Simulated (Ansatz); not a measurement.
This geometry of FH2NSi (5 atoms, charge 0, multiplicity 1) is a first-order saddle point.

These are results of RKS B3LYP-D4/def2-SVP in Ansatz 0.2.0, not measurements.

```xyz
5
Properties=species:S:1:pos:R:3
N -0.851 -0.706 -0.115
Si 0.328 0.278 0.042
F 0.295 1.800 -0.502
H -1.437 -1.517 -0.074
H 1.664 0.146 0.649
```

Problem. Which two structures does it join? (They come from a converged band through this point; their orientation in space is the band's.)

Solution. No bond is made or broken. The dihedral H4–N1–Si2–F3 changes from 0 to -180° by way of a nearly straight angle H4–N1–Si2 (up to 178°), not by a turn about the bond.

First end point:

```xyz
5
Properties=species:S:1:pos:R:3
N -0.635 -1.013 0.130
Si 0.342 0.229 0.070
F 0.197 1.678 -0.642
H -1.556 -1.104 -0.291
H 1.651 0.210 0.733
```

Last end point:

```xyz
5
Properties=species:S:1:pos:R:3
N -1.028 -0.587 -0.255
Si 0.274 0.276 0.016
F 0.368 1.764 -0.595
H -1.165 -1.532 0.094
H 1.550 0.080 0.740
```

Problem. How far does it lie above each of them?

Solution. 18.0 kJ/mol above the first and 6.3 kJ/mol above the second. This is the barrier of this one path; another mechanism may lie lower.

Time of the run: 110 s on 1 CPU thread of a shared host.
